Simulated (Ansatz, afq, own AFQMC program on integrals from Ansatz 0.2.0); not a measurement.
Integrals from Ansatz 0.2.0, then the random walk in our own AFQMC program (afq).

```yaml
crystal:
  periodic: [false, false, false]
  atoms:
    - {symbol: C, position_ang: [0.000000, -0.187656, 0.106161]}
    - {symbol: H, position_ang: [0.000000, 1.720584, -2.233279]}
    - {symbol: H, position_ang: [0.000000, 0.515538, 0.968254]}
basis:
  gaussian: {orbitals: cc-pVDZ}
magnetization: {spin_polarized: false}
correlation: {method: ccsd_t, electrons: outside_noble_gas, hamiltonian_folder: ham}
```

```sh
$ ansatz run in.yaml --threads 1 --pin off --events-out ev --progress --plain --max-ram 15360MiB --backend cuda --devices 0, --max-vram 18GiB
```

afq runs on the folder ham with

```
--method phaseless --trial cisd --walkers 4000 --populations 20 --least-time 60 --time-step 0.005 --steps-per-block 50 --equilibration-blocks 40 --max-blocks 4000 --target-error 0.00029 --factor-cut 1e-05 --seed 9197 --release-times 0.24,0.51,0.99,1.62,2.4 --release-step 0.03 --release-every 3 --taylor-order 6
```

Times are imaginary, in 1/Eh. The walk had a cap of 122 s. With eight or more populations the least sampling time is a fifth of least-time, and the error comes from their spread.

Output of the walk:

```
orbitals 23  electrons 3 3  factors 142 of 222
reference energy -38.63491607 Eh
CCSD correlation -0.23215114 Eh in 14 cycles, weight of the determinant in the CISD state 0.6052
energy of the start -38.867084 Eh
 block  time / (1/Eh)  mean weight  energy / Eh
     1     0.250  0.9998  -38.864761
     2     0.500  1.0000  -38.865448
     3     0.750  1.0000  -38.866509
     4     1.000  0.9999  -38.867991
     5     1.250  0.9999  -38.869342
     8     2.000  1.0000  -38.872533
    11     2.750  0.9999  -38.876500
    17     4.250  0.9998  -38.877208
    23     5.750  1.0001  -38.878126
    29     7.250  0.9999  -38.879507
    35     8.750  1.0002  -38.878136
    41    10.250  1.0001  -38.877843
    47    11.750  1.0003  -38.879546
    53    13.250  0.9999  -38.877846
    59    14.750  0.9999  -38.877731
    63    15.750  0.9998  -38.875599
    65    16.250  1.0000  -38.876929
    71    17.750  0.9998  -38.879164
    73    18.250  0.9997  -38.881693
    77    19.250  1.0001  -38.880070
    83    20.750  0.9996  -38.878641
    89    22.250  0.9999  -38.877589
    95    23.750  1.0001  -38.878125
   101    25.250  1.0002  -38.878823
   107    26.750  1.0001  -38.876917
   109    27.250  1.0000  -38.877826
error from the spread of 20 populations
released: time / (1/Eh)  energy / Eh  error  mean overlap
  0.24  -38.878683  0.000295  0.9983
  0.51  -38.879186  0.000267  0.9967
  0.99  -38.879863  0.000245  0.9972
  1.62  -38.880966  0.000322  0.9984
  2.40  -38.881255  0.000303  1.0019
energy -38.878097 +/- 0.000290 Eh
(rows thinned)
```

The run passed its tests (sampling time, drift between the halves within three errors, error under three times the target), which doesn't prove that it has relaxed.

Against this walk (error 7.9 meV) on the same determinant: CCSD(T) 310.0 meV lower, CCSDT(Q) 125.7 meV lower, CCSDTQ 126.0 meV lower, full CI 126.4 meV lower. The error is statistical and leaves out the bias of the constraint. The released energies are still falling (meV from the phaseless value at times in 1/Eh: -16 ± 8 at 0.24, -30 ± 7 at 0.51, -48 ± 7 at 0.99, -78 ± 9 at 1.62, -86 ± 8 at 2.40), so they give no level; they do show a bias of the constraint, and the last of them that isn't too noisy lies 40 meV above full CI. Full CI is exact here, so the walk's 126 meV above it is the walk's own error: the bias of the constraint with this trial. The determinant is a poor start (see the cautions), so the low cluster orders aren't to be relied on, and full CI is the sure value.

Cautions: constraint bias not in the error; restricted determinant unstable towards unrestricted (UHF 3.83 eV lower, ⟨S²⟩ 1.33); strong correlation (T1 0.089, weight of the determinant 0.61, largest double 0.71); (T) is large, 10 % of the CCSD correlation; CCSD(T) is in doubt: in a space of 6 electrons in 8 natural orbitals full CI lies 103 meV above it; the CCSDT(Q) amplitudes may be one of several solutions (largest double 0.78); the CCSDTQ amplitudes may be one of several solutions (largest double 0.78); the next higher spin lies close (full CI puts it 79 meV above).

The walk took 18 s on 1 × NVIDIA H100 80GB HBM3 with 2 threads of AMD EPYC 7R13 Processor (Zen 3) (shared host) (the card was shared). The log's last line is the phaseless energy.

CCSDT and higher add their correlation energy to the determinant of the CCSD(T) run, since their own runs factorise the integrals more tightly (a shift of under 2 meV). A walk keeps the symmetry of its determinant, which the program's search chose and which needn't be the lowest solution, so a lower state of the same spin and another symmetry isn't excluded.
